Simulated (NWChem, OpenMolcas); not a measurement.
How basis sets differ on CH3AlO (SMILES [H][Al]([H])([H])<-[C-]#[O+])

CH3AlO has 6 atoms, charge 0, and is taken as a singlet. SMILES: `[H][Al]([H])([H])<-[C-]#[O+]`. Geometry: a GFN2-xTB relaxation, a rough one for these elements and not checked as a minimum.

```jsonl
{"atom": "Al", "x (Å)": "-0.1995", "y (Å)": "-0.0125", "z (Å)": "-0.7657"}
{"atom": "C", "x (Å)": "0.1788", "y (Å)": "0.4545", "z (Å)": "1.2398"}
{"atom": "O", "x (Å)": "0.5826", "y (Å)": "-0.0034", "z (Å)": "2.1854"}
{"atom": "H", "x (Å)": "1.3649", "y (Å)": "-0.1938", "z (Å)": "-0.6880"}
{"atom": "H", "x (Å)": "-0.7823", "y (Å)": "0.7850", "z (Å)": "-1.9536"}
{"atom": "H", "x (Å)": "-1.1445", "y (Å)": "-1.0297", "z (Å)": "-0.0180"}
```

Each level gives the HOMO–LUMO gap (eV). The values are calculated.

```csv
level,kind,program,value (eV),CPU time
HF/STO-3G,Hartree–Fock,NWChem,14.84,1.4 s
HF/6-31G* (spherical functions),Hartree–Fock,NWChem,13.40,7.8 s
HF/def2-SVP,Hartree–Fock,NWChem,13.22,5.4 s
"HF/ANO-RCC-VTZP (DKH2, RICD fitting)",Hartree–Fock,OpenMolcas,12.64,10 s
```

The values span 12.64 to 14.84 eV. A Hartree–Fock LUMO above zero doesn't converge with the basis: it sinks as sets grow more diffuse. Orbital gaps aren't excitation energies. Times are those of the runs behind each value, whatever else they computed, on shared processors of several kinds: orders of magnitude only.
